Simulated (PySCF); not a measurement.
Compound: C6H7 (charge +1).
Structure used (PBE0-D3(BJ)/def2-SVP), in Å, numbered top down from 1:
```
atom  x, y, z in Å
C1     1.4175    0.4365   -0.2664
C2     1.1492   -0.9422   -0.1450
C3    -0.1385   -1.3502    0.0926
C4    -1.2192   -0.3749    0.2228
C5    -0.8754    1.0385    0.0810
C6     0.4187    1.4254   -0.1568
H7     2.4488    0.7537   -0.4546
H8     1.9611   -1.6658   -0.2411
H9    -0.3809   -2.4129    0.1918
H10   -2.0550   -0.6360   -0.4669
H11   -1.7423   -0.5317    1.1963
H12   -1.6747    1.7806    0.1722
H13    0.6819    2.4799   -0.2612
```

Method: TDDFT wB97X-D/def2-SVPD, vertical, gas phase, core orbitals frozen in the response in PySCF 2.14.0, density-fitted response routines.

Ground-to-excited transition dipoles (e·a0, same axes as the geometry; the sign carries no meaning), for the states with f of 0.002 or more among the lowest 10:

| state | E (eV) | μx | μy | μz |
| --- | --- | --- | --- | --- |
| S1 | 4.181 | 0.314 | -1.017 | 0.005 |
| S3 | 5.590 | -0.025 | -0.009 | -0.185 |
| S4 | 5.898 | -0.763 | -0.234 | 0.142 |
| S6 | 7.429 | -1.641 | -0.505 | 0.306 |
| S9 | 8.122 | 0.041 | 0.013 | 0.180 |
| S10 | 8.313 | -0.209 | 0.678 | -0.003 |

**Question.** What oscillator strength does each state have?

**Answer.** f = (2/3) ΔE |μ|² with ΔE in hartree (27.2114 eV).

```tsv
state	|μ|² (au)	|μ| (D)	f
S1	1.134	2.71	0.116
S3	0.035	0.47	0.005
S4	0.658	2.06	0.095
S6	3.042	4.43	0.554
S9	0.034	0.47	0.007
S10	0.504	1.80	0.103
```

**Question.** The point group is C2v. Which irreducible representation does each state belong to?

**Answer.** From a totally symmetric ground state, an allowed state transforms like the component of the dipole operator along its μ. Polarised along the twofold axis, so A1: S4 and S6. Polarised across the twofold axis, so B1 or B2: S1, S3, S9 and S10. Which of B1 and B2 hangs on the choice of axes; S1 and S10 take one label and S3 and S9 the other.

**Question.** Which bond between heavy atoms lies closest to the direction of the S6 transition dipole?

**Answer.** C5–C6 and C2–C3, at 0° from it; next C4–C5 and C3–C4 at 59°.

**Question.** What angle do the transition dipoles of S1 and S10 make?

**Answer.** |cos θ| = |μa·μb| / (|μa| |μb|) = 1.00, so θ ≈ 0° (taken between 0 and 90°, since the signs are arbitrary).

**Question.** How is the summed strength of these states shared among x, y and z?

**Answer.** (2/3) Σ ΔE μα² gives 0.594 for x, 0.254 for y and 0.031 for z, 0.879 in all.

**Question.** What peak molar absorption coefficient would the strongest computed level give as a lone Gaussian band 0.3 eV wide at half height?

**Answer.** ε(max) = 2.175×10⁸ f / FWHM, with the width in cm⁻¹. S6: 2.175×10⁸ × 0.5537 / 2420 ≈ 50000 L mol⁻¹ cm⁻¹.

All these states lie below the vertical ionisation energy of 15.32 eV (ΔSCF).
